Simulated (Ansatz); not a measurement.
**NH3O (triplet): the correlation ladder at distance O1–H3 along a hydrogen transfer = 0.892 Å, cc-pVDZ**

The task here is to estimate one member of a computed series from the others.

The runs use Ansatz 0.2.0, Gaussian basis; cc-pVDZ, core rule «outside noble gas», up to 2 orbitals frozen.

Plan: UHF; CCSD(T) on ROHF; CCSD(T) on UHF; BCCD(T) on ROHF; CISD; CCSDT(Q) on ROHF; CCSDT(Q) on UHF; CASSCF and MRCISD+Q, 4 electrons in 4 orbitals; CASSCF and NEVPT2, 4 electrons in 4 orbitals; CASSCF and NEVPT2, 14 electrons in 11 orbitals.

5 further runs of the same task are left out: 5 that didn't finish.

## What is computed

The geometry derives from fragments relaxed apart (PBE0/def2-TZVP) and kept rigid, so it is no stationary point. A hydrogen atom is moved between rigid fragments.

5 atoms, charge 0, spin multiplicity 3.

Atoms are counted from 1 here; the program's logs count them from 0.

Bond lengths: O1–H2 0.960 Å, O1–H3 0.892 Å, N4–H5 1.040 Å. Angles: H2–O1–H3 105.1°.

The first run:

in.yaml reads:

```yaml
crystal:
  periodic: [false, false, false]
  atoms:
    - {symbol: O, position_ang: [-1.056986, 0.002370, 0.000000]}
    - {symbol: H, position_ang: [-1.306295, 0.928945, 0.000000]}
    - {symbol: H, position_ang: [-0.164986, 0.002370, 0.000000]}
    - {symbol: N, position_ang: [1.207014, 0.002370, 0.000000]}
    - {symbol: H, position_ang: [1.476096, -1.001857, 0.000000]}
basis:
  gaussian: {orbitals: cc-pVDZ}
magnetization: {spin_polarized: true, initial_magnetization: 2}
hamiltonian: {xc: hf}
output: {orbitals: {seedname: orbitals}}
```

Command:

```console
> ansatz run in.yaml --threads 1 --pin off --events-out ev --progress --plain --max-ram 2393MiB
```

Among the steps run: UHF; CCSD(T) on ROHF; CCSD(T) on UHF; BCCD(T) on ROHF; CISD; CCSDT(Q) on ROHF; CCSDT(Q) on UHF; CASSCF and MRCISD+Q, 4 electrons in 4 orbitals; CASSCF and NEVPT2, 4 electrons in 4 orbitals; CASSCF and NEVPT2, 14 electrons in 11 orbitals.

One of the session's tables, all rows but one given; the rest of the session is left out.

```
        method  from UCCSDT(Q) (meV)
          ROHF               +9683.0
           UHF               +9467.6
          RMP2                     ?
          UMP2                +954.1
          CISD                +870.2
         RCCSD                +188.2
         UCCSD                +184.6
      RCCSD(T)                 +32.5
      UCCSD(T)                 +31.3
       BCCD(T)                 +32.3
        RCCSDT                 +17.7
        UCCSDT                 +16.4
     RCCSDT(Q)                  +1.8
     UCCSDT(Q)                     0
   CASSCF pair               +9054.4
   NEVPT2 pair                +896.1
CASSCF valence               +7557.4
NEVPT2 valence               +1225.5
```

Estimate the missing values for RMP2.

As computed: from UCCSDT(Q) (meV): +956.1. In the column «from UCCSDT(Q) (meV)» it lies between UMP2 (+954.1) and NEVPT2 valence (+1225.5).

Not comparable, so not listed: CASSCF and MRCISD+Q, 4 electrons in 4 orbitals (they don't share determinant, frozen orbitals or solution with the rows shown, or repeat one).

Limits of these values: Restricted and unrestricted rows rest on different reference determinants; where their highest levels disagree by more than a few hundredths of an eV, they describe different states and don't form one ladder. Warnings in the runs' records: passed over end.
